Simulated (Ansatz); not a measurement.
This Ansatz (a quantum-chemistry and plane-wave program) input (MP2/cc-pCVQZ) gives -291.08469 Eh with 199 basis functions. A basis named .json is the Basis Set Exchange file of that set (core-valence sets with the plain set on hydrogen).

Ansatz 0.2 input:
```yaml
crystal:
  periodic: [false, false, false]
  atoms:
    - {symbol: Si, position_ang: [-0.00208985, 0.00098185, 0.08026338]}
    - {symbol: H, position_ang: [0.00076796, 1.40657062, -0.39205880]}
    - {symbol: H, position_ang: [1.23601882, -0.70198617, -0.33410250]}
    - {symbol: H, position_ang: [-1.20752894, -0.71833034, -0.39752608]}
basis:
  gaussian:
    orbitals: cc-pCVQZ.json
magnetization: {spin_polarized: true, initial_magnetization: 1}
correlation: {method: mp2, frozen_orbitals: {H: 0, Si: 1}}
```

Change:
```diff
- orbitals: cc-pCVQZ.json
+ orbitals: cc-pwCVQZ.json
```

What does the run give now?

-291.07207 Eh (MP2/cc-pwCVQZ, 199 functions), a change of +12.62 mEh.
